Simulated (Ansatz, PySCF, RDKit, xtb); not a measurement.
# Which structure has the formula CH4AlO?

Task: start from the formula CH4AlO (odd number of electrons), draw up candidate structures, narrow them down in stages, and characterise the one that lies lowest at 200 K.

Plan: many cheap relaxations first (GFN2-xTB), then density-functional screening, relaxation at r2SCAN-D4/def2-SVP, vibrations and a final energy. The numbers are computed, not measured.

3 further runs of the same task are left out: 3 set aside as unsound or not needed.

## (1) Candidates

A program enumerates the bonding patterns with one Lewis structure each (two rings at most, one unusual centre or charged pair), with their diastereomers. O–O, O–halogen and N–halogen bonds and N–N–N chains are not drawn. That gives 10 candidates.

```
label              SMILES     spin
 c007         O[CH2][AlH]  doublet
 c083           C[O][AlH]  doublet
 c333         O[CH][AlH2]  doublet
 c375  [CH]1[OH+][AlH2-]1  doublet
 c437      [CH2][O][AlH2]  doublet
 c466       [CH3][Al][OH]  doublet
 c539      [O][CH2][AlH2]  doublet
 c615       [CH3][AlH][O]  doublet
 c731      [CH2][AlH][OH]  doublet
 c973    [CH]=[O+][AlH3-]  doublet
```

Candidates are built by distance geometry, with a force field where one applies, in up to four conformers (letters a to d). 6 starts with atoms placed at random are added, to find patterns that the rules miss.

**Question.** With final energies at CCSD(T)/def2-SVP + MP2/def2-TZVPP - MP2/def2-SVP, which structure will this search put lowest in free energy, and by what margin?

| quantity | value |
| --- | --- |
| lowest structure found | [CH3][Al][OH], doublet, Cs |
| next finalist | [CH2][AlH][OH], doublet, 14.4 kcal/mol higher in G |
| share at equilibrium, among the finalists | 100.0 % |
| harmonic wavenumbers, lowest and highest (r2SCAN-D4/def2-SVP) | 27 and 3923 cm⁻¹ |
| rotational constants, same geometry | 0.9867, 0.1932, 0.1666 cm⁻¹ |
| dipole moment (PBE0/def2-TZVPD) | 0.83 D |
| HOMO energy (highest over α and β) (PBE0/def2-TZVPD) | -5.37 eV |
| LUMO energy (lowest over α and β) (PBE0/def2-TZVPD) | -2.09 eV |
| lowest excitation (TD-PBE0/def2-SVPD) | 2.88 eV (f = 0.063) |
| strongest of the states computed, same level | 5.37 eV (f = 0.241) |
| vertical ionisation energy (to the singlet cation) | 7.52 eV |
| vertical electron affinity | 0.66 eV |
| vertical quartet less doublet | +5.96 eV |

The lowest structure found is `[CH3][Al][OH]`. Among the finalists first place is clear (14.4 kcal/mol); structures outside the list aren't covered. r2SCAN-D4/def2-SVP, r2SCAN-D4/def2-SVP, relaxed, HF/def2-SVP and MP2/def2-SVP already put its bonding pattern lowest among the structures in one piece; GFN2-xTB favours the doublet C[O][AlH]; HF/STO-3G favours the doublet [CH2]1[O][AlH2]1 ‡ (c539a, not a finalist). The stability test raises a flag; for an open shell a flag towards a general spinor solution can be the free rotation of the spin. The search is not exhaustive (a finite list of starts, one conformer a finalist), so a lower isomer can't be ruled out. Patterns outside the rules of the enumeration were met only by chance.

‡ marks the bonded skeleton alone, with all bonds drawn single: no Lewis structure was assigned that passes a check against the bond lengths.
